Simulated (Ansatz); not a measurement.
C4H7NO, SMILES `C=C=C(N)OC`. Charge 0, multiplicity 1. All single points use the PBE0-D4/def2-TZVP geometry. It is one conformer, not always the lowest.

```xyz
13

C     0.752   -1.739   -1.027
C     0.109   -0.897   -0.269
C    -0.466   -0.098    0.604
N    -1.314   -0.505    1.628
O    -0.295    1.245    0.650
C     0.549    1.786   -0.342
H     0.403   -2.005   -2.025
H     1.674   -2.222   -0.704
H    -1.583   -1.473    1.546
H    -2.122    0.098    1.715
H     0.550    2.864   -0.189
H     1.567    1.397   -0.244
H     0.177    1.549   -1.343
```

Question: What is the dipole moment at ωB97M-V/def2-TZVPP? (Estimate.)

Answer: The calculation gave: 1.05 D, with components (-0.62, 0.04, -0.84) D in this frame, pointing from negative to positive charge.

Question: And with PBE, r2SCAN, B3LYP? (An estimate is asked.)

Answer: Computed: PBE 0.97 D, r2SCAN 0.99 D, B3LYP 1.02 D.

Question: Give the Mulliken charges with ωB97M-V, r2SCAN, B3LYP in def2-TZVPP. (An estimate is asked.)

Answer: Computed: 
```tsv
atom	ωB97M-V	r2SCAN	B3LYP
C1	-0.24	-0.20	-0.25
C2	-0.26	-0.21	-0.22
C3	0.35	0.31	0.30
N4	-0.24	-0.33	-0.29
O5	-0.26	-0.28	-0.27
C6	-0.21	-0.01	-0.14
H7	0.11	0.09	0.11
H8	0.12	0.09	0.11
H9	0.12	0.16	0.15
H10	0.13	0.16	0.15
H11	0.13	0.07	0.12
H12	0.13	0.07	0.11
H13	0.13	0.07	0.11
```

B3LYP here is the variant with VWN-RPA as its local correlation; programs differ in this.
